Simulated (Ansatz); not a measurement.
in.yaml

```yaml
crystal:
  periodic: [false, false, false]
  atoms:
    - {symbol: B, position_ang: [0.000000, 0.149754, 1.390083]}
    - {symbol: C, position_ang: [0.000000, -0.214584, -1.036073]}
    - {symbol: H, position_ang: [0.000000, 0.950767, -2.563872]}
basis:
  gaussian: {orbitals: 6-31G}
magnetization: {spin_polarized: true, initial_magnetization: 0}
correlation: {method: ccsdtq, electrons: outside_noble_gas}
```

```sh
$ ansatz run in.yaml --threads 1 --pin off --events-out ev --progress --plain --max-ram 2393MiB
```

Log:

```
452 factors; integrals over basis functions are off by at most 1.1e-7 eV
mean field evaluation 1: about -1703.4171 eV, gradient 7.0e0 eV
mean field evaluation 2: about -1703.4174 eV, gradient 7.0e0 eV
mean field evaluation 4: about -1704.2259 eV, gradient 1.2e0 eV
mean field evaluation 8: about -1704.2490 eV, gradient 3.7e-3 eV
mean field evaluation 16: about -1704.4283 eV, gradient 1.1e0 eV
mean field evaluation 32: about -1706.3881 eV, gradient 7.2e-3 eV
mean field evaluation 64: about -1705.2649 eV, gradient 7.2e0 eV
mean field evaluation 96: about -1704.2490 eV, gradient 1.1e-6 eV
mean field evaluation 128: about -1706.3867 eV, gradient 3.3e-2 eV
mean field evaluation 160: about -1706.3875 eV, gradient 4.3e-2 eV
...
mean field -1706.38815326 eV, -62.7086080008 hartree, gradient 1.9e-6 eV, S^2 1.747436; 38 other end points of the search recorded, 0 dependent functions left out
determinant -1706.38815326 eV, -62.7086080008 hartree, with singles and doubles -1709.62618080 eV, -62.8276033182 hartree
determinant -1706.21032099 eV, -62.7020727856 hartree, with singles and doubles -1709.32912093 eV, -62.8166865693 hartree
determinant -1706.19483042 eV, -62.7015035177 hartree, with singles and doubles -1709.01564710 eV, -62.8051666185 hartree
determinant -1706.12990982 eV, -62.6991177297 hartree, with singles and doubles -1709.08542122 eV, -62.8077307701 hartree
determinant -1706.05244752 eV, -62.6962710425 hartree, with singles and doubles -1708.88033190 eV, -62.8001938765 hartree
determinant -1706.00369814 eV, -62.6944795357 hartree, with singles and doubles -1709.71084148 eV, -62.8307145409 hartree
determinant -1705.80785939 eV, -62.6872825947 hartree, with singles and doubles -1708.27073869 eV, -62.7777917393 hartree
determinant -1705.78693565 eV, -62.6865136614 hartree, with singles and doubles -1708.23519934 eV, -62.7764856924 hartree
determinant -1705.71869700 eV, -62.6840059369 hartree, with singles and doubles -1709.50086886 eV, -62.8229981892 hartree
determinant -1705.64343961 eV, -62.6812402790 hartree, with singles and doubles -1709.07556362 eV, -62.8073685102 hartree
determinant -1705.62188143 eV, -62.6804480304 hartree, with singles and doubles -1708.28878176 eV, -62.7784548098 hartree
determinant -1705.61200687 eV, -62.6800851471 hartree, with singles and doubles -1709.39122608 eV, -62.8189688915 hartree
determinant -1705.51876038 eV, -62.6766584017 hartree, with singles and doubles -1709.23449984 eV, -62.8132093084 hartree
determinant -1705.23806910 eV, -62.6663431875 hartree, with singles and doubles -1709.17523331 eV, -62.8110313037 hartree
determinant -1705.17920429 eV, -62.6641799457 hartree, with singles and doubles -1709.40114717 eV, -62.8193334850 hartree
determinant -1704.96619699 eV, -62.6563520719 hartree, with singles and doubles -1707.59466007 eV, -62.7529463082 hartree
determinant -1704.53228501 eV, -62.6404061007 hartree, with singles and doubles -1708.12486728 eV, -62.7724310640 hartree
determinant -1704.24150802 eV, -62.6297202435 hartree, with singles and doubles -1708.17775328 eV, -62.7743745886 hartree
determinant -1704.15678175 eV, -62.6266066105 hartree, with singles and doubles -1708.38557385 eV, -62.7820118538 hartree
determinant -1703.92655457 eV, -62.6181459175 hartree, with singles and doubles -1707.85697539 eV, -62.7625862184 hartree
determinant -1706.38815326 eV, -62.7086080008 hartree, with singles and doubles -1709.78394970 eV, -62.8334012182 hartree
determinant -1706.21032099 eV, -62.7020727856 hartree, with singles and doubles -1709.51660229 eV, -62.8235763820 hartree
determinant -1706.00369814 eV, -62.6944795357 hartree, with singles and doubles -1709.83957519 eV, -62.8354454174 hartree
determinant -1705.71869700 eV, -62.6840059369 hartree, with singles and doubles -1709.69044069 eV, -62.8299648256 hartree
determinant -1705.61200687 eV, -62.6800851471 hartree, with singles and doubles -1709.71250733 eV, -62.8307757597 hartree
determinant -1705.51876038 eV, -62.6766584017 hartree, with singles and doubles -1709.65470038 eV, -62.8286513934 hartree
determinant -1705.23806910 eV, -62.6663431875 hartree, with singles and doubles -1709.25740835 eV, -62.8140511807 hartree
determinant -1705.17920429 eV, -62.6641799457 hartree, with singles and doubles -1709.63437842 eV, -62.8279045750 hartree
determinant -1705.55669532 eV, -62.6780524850 hartree, with singles and doubles -1709.75152102 eV, -62.8322094861 hartree
determinant -1705.06187050 eV, -62.6598680084 hartree, with singles and doubles -1709.34494563 eV, -62.8172681164 hartree
determinant -1704.24901022 eV, -62.6299959441 hartree, with singles and doubles -1709.57897956 eV, -62.8258687045 hartree
2 core orbitals not correlated: weight in the atoms' cores, before any rotation towards them, 1.000 or more for the frozen orbitals, at most 0.000 for the correlated occupied ones
reference -1706.38815326 eV, -62.7086080008 hartree; 4, 4 occupied and 14, 14 virtual orbitals, 452 factors
second order -1.64039490 eV of doubles, -0.00000000 eV of singles
...
cycle   2  -4.13071902 eV  change    2.9e-8 eV  update   4.6e-7
cycle   3  -4.13071889 eV  change    1.3e-7 eV  update   6.4e-7
cycle   4  -4.13071848 eV  change    4.2e-7 eV  update   4.0e-7
cycle   5  -4.13071795 eV  change    5.2e-7 eV  update   5.1e-7
cycle   6  -4.13071750 eV  change    4.6e-7 eV  update   4.0e-7
cycle   7  -4.13071706 eV  change    4.4e-7 eV  update   2.9e-7
cycle   8  -4.13071658 eV  change    4.7e-7 eV  update   2.3e-7
cycle   9  -4.13071629 eV  change    2.9e-7 eV  update   1.6e-7
cycle  10  -4.13071611 eV  change    1.9e-7 eV  update   1.0e-7
cycle  11  -4.13071600 eV  change    1.0e-7 eV  update   8.0e-8
WARN: in the space of 8 natural orbitals, full CI finds another state of this spin 0.132 eV below this run's state, or below the method's energy where it doesn't find this run's state
WARN: the results are in doubt because among natural orbitals full CI differs from the method by +0.671 eV
Total energy: -1710.51886926 eV, -62.8604090140 hartree
In doubt: among natural orbitals full CI differs from the method by +0.671 eV
```

The determinant's ⟨S²⟩ is 1.75 against 0.00 for a pure state. The T1 diagnostic is 0.175. The program found a lower state of this spin, so this energy isn't the lowest state's.

Ran on 1 thread of INTEL XEON PLATINUM 8581C, shared host: 71 s wall, 0.23 GiB peak host memory.
